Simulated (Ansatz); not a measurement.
**CHAlO+ (quartet): from Hartree-Fock to the top rungs, cc-pVTZ**

An exercise on one series of results from a longer session: the logs are not shown, and one member is left open.

Computed with Ansatz 0.2.0, Gaussian basis. Level: cc-pVTZ, core rule «outside noble gas», up to 7 orbitals frozen.

The runs, in order: UHF; CCSD(T) on ROHF; CCSD(T) on UHF; BCCD(T) on ROHF; CCSDT(Q) on ROHF; CCSDT(Q) on UHF.

6 further runs of the same task are left out: 6 set aside as unsound or not needed.

## What is computed

The geometry is a PBE0/def2-TZVP stationary point (not a proven minimum) of the parent state, kept for this charge and spin.

4 atoms, charge 1, spin multiplicity 4.

Atoms are counted from 1 here; the program's logs count them from 0.

Bond lengths: Al1–C2 1.926 Å, Al1–H4 1.582 Å, C2–O3 1.150 Å. Angles: C2–Al1–H4 114.0°, Al1–C2–O3 172.0°.

Set-up of the first run:

Contents of in.yaml:

```yaml
crystal:
  periodic: [false, false, false]
  atoms:
    - {symbol: Al, position_ang: [0.000000, -0.106146, 1.272497]}
    - {symbol: C, position_ang: [0.000000, 0.083663, -0.643702]}
    - {symbol: O, position_ang: [0.000000, 0.036255, -1.792225]}
    - {symbol: H, position_ang: [0.000000, 1.269000, 2.055591]}
basis:
  gaussian: {orbitals: cc-pVTZ}
total_charge: 1
magnetization: {spin_polarized: true, initial_magnetization: 3}
hamiltonian: {xc: hf}
output: {orbitals: {seedname: orbitals}}
```

Run with:

```console
$ ansatz run in.yaml --threads 1 --pin off --events-out ev --progress --plain --max-ram 2560MiB --backend cpu
```

Steps of the session up to this table: UHF; CCSD(T) on ROHF; CCSD(T) on UHF; BCCD(T) on ROHF; CCSDT(Q) on ROHF; CCSDT(Q) on UHF.

One table of the session follows, with a row left open; its other results are not shown here.

```
   method  from UCCSDT(Q) (kcal/mol)
     ROHF                    +264.91
      UHF                    +263.88
     RMP2                          ?
     UMP2                     +18.29
    RCCSD                     +15.17
    UCCSD                     +15.06
 RCCSD(T)                      +1.77
 UCCSD(T)                      +1.77
  BCCD(T)                      +1.62
   RCCSDT                      +1.23
   UCCSDT                      +1.18
RCCSDT(Q)                      +0.21
UCCSDT(Q)                          0
```

Estimate the missing values for RMP2.

The run gave: from UCCSDT(Q) (kcal/mol): +17.72. In the column «from UCCSDT(Q) (kcal/mol)» it lies between RCCSD (+15.17) and UMP2 (+18.29).

Caveats from the session: Restricted and unrestricted rows rest on different reference determinants; where their highest levels disagree by more than a few hundredths of an eV, they describe different states and don't form one ladder.
